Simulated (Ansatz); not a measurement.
# NO (nitric oxide) at 6 levels

Wanted: a comparison of 6 runs (U-revPBE/STO-3G, UPBE0/STO-3G, USVWN5/STO-3G, UMP2/STO-3G, UCCSDTQ/STO-3G, UCCSD(T)/STO-3G) of NO (nitric oxide). 

Program for the calculation: Ansatz 0.2.0.

32 further runs of the same task are left out: 2 that didn't finish, 30 set aside as unsound or not needed.

### 1 The molecule

NO: 2 atoms, total charge 0, spin state doublet. As SMILES, `[N]=O`. The O2–N1 distance was set to 2.849 Å, away from the relaxed value.

### 2 The energy at U-revPBE/STO-3G (run 1)

The input, in.yaml:

```yaml
basis:
  gaussian:
    orbitals: STO-3G
crystal:
  periodic: [false, false, false]
  atoms:
    - {symbol: "N", position_ang: [-1.934496, 0.708126, -0.975968]}
    - {symbol: O, position_ang: [0.483620, -0.177030, 0.243990]}
magnetization:
  spin_polarized: true
  initial_magnetization: 1
hamiltonian:
  xc: {name: revPBE}
accuracy: high
```

The run is started by

```console
ansatz run in.yaml --threads 1 --pin off --max-ram 3480MiB --events-out events.jsonl --progress --plain --runs-dir runs
```

The program printed:

```text
Warning: RAYON_NUM_THREADS=1 ignored (pool sized by the plan → 1); use --threads N
Functional definition: revPBE
  name "revPBE"
  parameter kappa = 1.245
  parameter beta = 0.06672455060314922
  exchange = pbe_x(kappa = kappa, mu = beta*pi^2/3)
  correlation = pbe_c(beta = beta)
142 factors; integrals over basis functions are off by at most 4.2e-9 eV
mean field evaluation 1: about -3444.3490 eV, gradient 5.4e1 eV
mean field evaluation 2: about -3341.3241 eV, gradient 6.4e0 eV
mean field evaluation 4: about -3417.1693 eV, gradient 4.8e0 eV
mean field evaluation 8: about -3476.3797 eV, gradient 3.3e0 eV
mean field evaluation 16: about -3478.8163 eV, gradient 7.2e-5 eV
mean field evaluation 32: about -3478.8454 eV, gradient 1.9e-1 eV
mean field evaluation 64: about -3480.1649 eV, gradient 9.0e-3 eV
mean field evaluation 96: about -3480.1526 eV, gradient 8.5e-2 eV
mean field -3480.16473778 eV, -127.8936951732 hartree, gradient 3.8e-8 eV, S^2 2.723653; 7 other end points of the search recorded, 0 dependent functions left out
reference -3480.16473907 eV, -127.8936952203 hartree; 8, 7 occupied and 2, 3 virtual orbitals, 142 factors
Total energy: -3480.16473907 eV, -127.8936952203 hartree
```

Run time: 7.2 s. Hardware: 1 thread of Arm Neoverse V1, shared host.

### 3 A single-point energy at UPBE0/STO-3G (run 2)

The input, input.yaml:

```yaml
crystal:
  periodic: [false, false, false]
  atoms:
    - symbol: N
      position_ang: [-1.934496, 0.708126, -0.975968]
    - symbol: O
      position_ang: [0.483620, -0.177030, 0.243990]
basis:
  gaussian:
    orbitals: STO-3G
magnetization:
  spin_polarized: true
  initial_magnetization: 1
hamiltonian:
  xc: {name: PBE0}
accuracy: high
```

The run is started by

```console
ansatz run input.yaml --threads 1 --pin off --max-ram 3480MiB --events-out events.jsonl --progress --plain --runs-dir runs
```

The program printed:

```text
Warning: RAYON_NUM_THREADS=1 ignored (pool sized by the plan → 1); use --threads N
Functional definition: PBE0
  name "PBE0"
  parameter a = 0.25
  parameter kappa = 0.804
[... 1 set-up line as earlier in the session ...]
  exchange = (1 - a)*pbe_x(kappa = kappa, mu = beta*pi^2/3) + a*exact_x
[... 1 set-up line as earlier in the session ...]
142 factors; integrals over basis functions are off by at most 4.2e-9 eV
mean field evaluation 1: about -3424.9758 eV, gradient 4.0e1 eV
mean field evaluation 2: about -3339.2113 eV, gradient 7.0e0 eV
mean field evaluation 4: about -3415.0811 eV, gradient 8.5e0 eV
mean field evaluation 8: about -3471.0581 eV, gradient 4.7e-1 eV
mean field evaluation 16: about -3478.0653 eV, gradient 1.4e-3 eV
mean field -3478.06533019 eV, -127.8165433671 hartree, gradient 2.3e-8 eV, S^2 2.739259; 1 other end points of the search recorded, 0 dependent functions left out
reference -3478.06533096 eV, -127.8165433955 hartree; 8, 7 occupied and 2, 3 virtual orbitals, 142 factors
Total energy: -3478.06533096 eV, -127.8165433955 hartree
```

It took 1.5 s on 1 thread of Arm Neoverse V1, shared host.

### 4 A single-point energy at USVWN5/STO-3G (run 3)

The input, in.yaml:

```yaml
basis:
  gaussian: {orbitals: STO-3G}
crystal:
  periodic: [false, false, false]
  atoms:
    - {symbol: "N", position_ang: [-1.934496, 0.708126, -0.975968]}
    - {symbol: O, position_ang: [0.483620, -0.177030, 0.243990]}
magnetization: {spin_polarized: true, initial_magnetization: 1}
hamiltonian: {xc: {name: SVWN5}}
accuracy: high
```

The run is started by

```console
ansatz run in.yaml --threads 1 --pin off --max-ram 3480MiB --events-out events.jsonl --progress --plain --runs-dir runs
```

The program printed:

```text
Warning: RAYON_NUM_THREADS=1 ignored (pool sized by the plan → 1); use --threads N
Functional definition: SVWN5
  name "SVWN5"
  exchange = slater_x
  correlation = vwn5_c
142 factors; integrals over basis functions are off by at most 4.2e-9 eV
mean field evaluation 1: about -3418.3202 eV, gradient 5.4e1 eV
mean field evaluation 2: about -3313.5156 eV, gradient 6.5e0 eV
mean field evaluation 4: about -3389.2930 eV, gradient 4.8e0 eV
mean field evaluation 8: about -3448.5941 eV, gradient 2.9e0 eV
mean field evaluation 16: about -3450.2730 eV, gradient 4.1e-6 eV
mean field evaluation 32: about -3450.3149 eV, gradient 1.8e-5 eV
mean field evaluation 64: about -3452.0398 eV, gradient 3.1e-2 eV
mean field -3452.06737636 eV, -126.8611361859 hartree, gradient 2.7e-9 eV, S^2 2.715591; 7 other end points of the search recorded, 0 dependent functions left out
reference -3452.06737725 eV, -126.8611362185 hartree; 8, 7 occupied and 2, 3 virtual orbitals, 142 factors
Total energy: -3452.06737725 eV, -126.8611362185 hartree
```

Wall time 1.5 s (1 thread of Arm Neoverse V1, shared host).

Runs 4 to 5 aren't shown in full; the table further down has their settings and results.

### 5 A single-point energy at UCCSD(T)/STO-3G (run 6)

The input, input.yaml:

```yaml
crystal:
  periodic: [false, false, false]
  atoms:
    - {symbol: N, position_ang: [-1.934496, 0.708126, -0.975968]}
    - {symbol: O, position_ang: [0.483620, -0.177030, 0.243990]}
basis:
  gaussian:
    orbitals: STO-3G
magnetization:
  spin_polarized: true
  initial_magnetization: 1
correlation:
  method: ccsd_t
  frozen_orbitals: {"N": 1, O: 1}
accuracy: high
scf:
  omitted_lower_state_checks: [cluster_reference, increment]
```

The run is started by

```console
ansatz run input.yaml --threads 1 --pin off --max-ram 3480MiB --events-out events.jsonl --progress --plain --runs-dir runs
```

The program printed:

```text
Warning: RAYON_NUM_THREADS=1 ignored (pool sized by the plan → 1); use --threads N
[... 16 lines left out ...]
2 core orbitals not correlated: weight in the atoms' cores, before any rotation towards them, 1.000 or more for the frozen orbitals, at most 0.000 for the correlated occupied ones
[... 89 lines left out ...]
Total energy: -3470.09466363 eV, -127.5236267737 hartree
Checks for a lower state left out: cluster_reference, increment
```

Wall time 0.38 s (1 thread of Arm Neoverse V1, shared host).

### 6 All runs side by side

```csv
run,level,frozen core orbitals,energy (Eh),⟨S²⟩,wall time
1,U-revPBE/STO-3G,–,-127.893695,2.724,7.2 s
2,UPBE0/STO-3G,–,-127.816543,2.739,1.5 s
3,USVWN5/STO-3G,–,-126.861136,2.716,1.5 s
4,UMP2/STO-3G,2,-127.523387,2.747,0.16 s
5,UCCSDTQ/STO-3G,2,-127.523673,2.747,39 s
6,UCCSD(T)/STO-3G,2,-127.523627,2.747,0.38 s
```

### 7 Results

```
                                          quantity          value
                               run 6: total energy  -127.52363 Eh
run 6: correlation energy (2 core orbitals frozen)       -0.3 mEh
                             run 6: (T) correction       0.00 mEh
          run 6: ⟨S²⟩ of the reference determinant          2.747
                              run 6: T1 diagnostic          0.004
```

In words: Totals of different functionals can't be ranked against each other. In runs 1, 2, 3, 4, 5, 6 the basis is minimal, so the values are rough. Spin contamination of the reference: run 4 ⟨S²⟩ = 2.75, run 5 ⟨S²⟩ = 2.75, run 6 ⟨S²⟩ = 2.75, run 2 ⟨S²⟩ = 2.74, run 1 ⟨S²⟩ = 2.72, run 3 ⟨S²⟩ = 2.72. Where it is this large, the reference is a mixture of spin states, and values that rest on it are in doubt. All runs together took 50 s, the longest 39 s.
